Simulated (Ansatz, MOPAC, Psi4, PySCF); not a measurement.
Species: HCl, net charge 0, singlet state. SMILES: Cl
Geometry: optimised at B3LYP-D3(BJ)/def2-TZVP (Ansatz, an electronic-structure program).

Property: size of the dipole moment, in D. Set-up: 6-311+G** with 5d, 6d on Na to Ar in Ansatz; no spin-orbit coupling; non-relativistic; PM7 with its own dispersion and hydrogen-bond terms; LANL2DZ with its own core potentials from Na on; 6-31G* and kin with 6d, 5d where marked. First-principles rows: single points at B3LYP-D3(BJ) geometries (Ansatz). Semi-empirical rows: dipoles at the shared geometry.

Measured values: NIST CCCBDB, as tabulated in the package chemicals; dipoles are vibrational averages. 

Value to compare with, the measured value: 1.08 D.

| level | program | size of the dipole moment (D) | error |
|---|---|---|---|
| PM3 | MOPAC | 1.38 | 0.30 |
| PM7 | MOPAC | 1.77 | 0.69 |
| MNDO | MOPAC | 1.34 | 0.26 |
| SVWN5/6-31G* | Ansatz | 1.55 | 0.47 |
| PBE/LANL2DZ | Ansatz | 1.82 | 0.74 |
| B3LYP/6-31G* | Ansatz | 1.46 | 0.38 |
| B3LYP/6-31+G* | Ansatz | 1.50 | 0.42 |
| B3LYP/6-311+G** | Ansatz | 1.41 | 0.33 |
| M06-2X/6-311+G** | PySCF | 1.44 | 0.36 |
| wB97X-D/6-311+G** | Psi4 | 1.44 | 0.36 |

Among the 10 habitual levels, PBE/LANL2DZ lies farthest from the measured value (0.74 D); 10 of 10 lie above it, and their mean absolute error is 0.43 D, the median 0.37. One case shows no general order.

The levels are drawn from those run, B3LYP/6-31G* more often than the rest, none by its result; runs whose electronic state is in doubt are left out.
